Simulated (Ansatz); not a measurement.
Run this with Ansatz 0.2.0, Python API and show what comes out.

The script, `energy_c6h10.py`:
```python
from pathlib import Path
import json

import ansatz as az
import numpy as np
from rdkit import Chem
from rdkit.Chem import AllChem

BASIS = "cc-pVDZ"
FUNCTIONAL = "b3lyp"
DISPERSION = "d3bj"


def main() -> None:
    rd = Chem.AddHs(Chem.MolFromSmiles("CCC1=CCC1"))
    AllChem.EmbedMolecule(rd, randomSeed=206)
    AllChem.UFFOptimizeMolecule(rd)
    mol = az.Crystal.molecule()
    for atom, xyz in zip(rd.GetAtoms(), rd.GetConformer().GetPositions()):
        mol = mol.atom(atom.GetSymbol(), xyz.round(5).tolist())

    model = (
        mol.calculation()
        .basis(gaussian=BASIS)
        .functional(FUNCTIONAL, dispersion=DISPERSION)
        .forces()
        .orbitals()
    )
    result = model.run(threads=1, runs_dir="c6h10_runs")
    rep = result.report

    for key in ("converged", "free_energy_ev", "reference_energy_ev", "n_frozen", "n_occupied", "n_virtual"):
        print(f"{key:22s} {rep[key]}")

    field = rep["mean_field"]
    print("<S^2> =", round(abs(field["state"]["spin_squared"]), 4), " relativity:", field["relativity"])
    print("passes:", field["passes"])
    if "symmetry" in field:
        print("occupied orbitals by irrep:", field["symmetry"]["occupied"])

    symbols = [site.symbol for site in mol.cartesian_sites]
    forces = np.array(rep["forces_ev_ang"])
    print("largest force", round(float(np.linalg.norm(forces, axis=1).max()), 4), "eV/A, rms", round(float(np.sqrt((forces ** 2).mean())), 4))

    charges = rep["charge_distribution"]
    dipole = np.array(charges["dipole_moment_e_ang"]) * 4.803205
    print("dipole (D): {:.3f} {:.3f} {:.3f}, length {:.3f}".format(*dipole, np.linalg.norm(dipole)))
    print("atom  Mulliken   Lowdin")
    for symbol, m, l in zip(symbols, charges["mulliken_charges_e"], charges["lowdin_charges_e"]):
        print(f"{symbol:4s} {m:9.3f} {l:8.3f}")

    lines = Path(rep["orbitals_path"]).read_text().splitlines()
    field_of = lambda key: [line.split("=")[1].strip() for line in lines if line.startswith(key)]
    orbitals = [(27.211386 * float(e), s, float(n)) for e, s, n in zip(field_of("Ene="), field_of("Spin="), field_of("Occup="))]
    homo = max(e for e, _, n in orbitals if n > 0.5)
    lumo = min(e for e, _, n in orbitals if n < 0.5)
    print(f"HOMO {homo:.3f} eV, LUMO {lumo:.3f} eV, gap {lumo - homo:.3f} eV")
    with open("c6h10.json", "w") as handle:
        json.dump({k: rep[k] for k in ("free_energy_ev", "reference_energy_ev", "n_occupied", "n_virtual")}, handle, indent=1)


if __name__ == "__main__":
    main()
```

Running `python energy_c6h10.py` prints:
```text
converged              True
free_energy_ev         -6384.317158437894
reference_energy_ev    -6383.755287183025
n_frozen               0
n_occupied             [23, 23]
n_virtual              [111, 111]
<S^2> = 0.0  relativity: none
passes: {'evaluations': 15, 'products': 12}
occupied orbitals by irrep: [{'A': 23}, {'A': 23}]
largest force 4.5894 eV/A, rms 1.1035
dipole (D): 0.378 -0.095 -0.059, length 0.394
atom  Mulliken   Lowdin
C       -0.025    0.002
C        0.016   -0.020
C       -0.089   -0.089
C       -0.113   -0.023
C        0.086   -0.021
C        0.067   -0.000
H        0.025    0.010
H        0.014    0.011
H        0.025    0.011
H        0.009    0.021
H        0.013    0.020
H       -0.064   -0.004
H        0.011    0.021
H        0.010    0.020
H        0.009    0.021
H        0.008    0.022
HOMO -6.190 eV, LUMO 0.468 eV, gap 6.658 eV
```

File `c6h10.json` afterwards:
```json
{
 "free_energy_ev": -6384.317158437894,
 "reference_energy_ev": -6383.755287183025,
 "n_occupied": [
  23,
  23
 ],
 "n_virtual": [
  111,
  111
 ]
}
```

What to keep in mind:
- Total energies depend on the basis set; only differences at equal settings carry meaning.
- The geometry is a force-field or estimated start, not a minimum of this method, and the basis set is short of its limit.
- The Löwdin charges here are taken after orthogonalising the functions within each atom; they differ from plain Löwdin charges, and their signs can be unphysical.
- Total less reference energy is the dispersion correction.
- b3lyp holds the VWN-RPA fit, as in Gaussian; the form of ORCA and Turbomole is b3lyp5.
- Levels such as HOMO and LUMO are orbital energies: with these approximate functionals they aren't the ionisation energy and electron affinity, and their gap isn't the fundamental gap.
- Wall time of the script: 7.2 s on 1 thread of Arm Neoverse V2 (shared host), peak memory 0.4 GiB.

(Lines on the test bed's own set-up are left out of the output.)
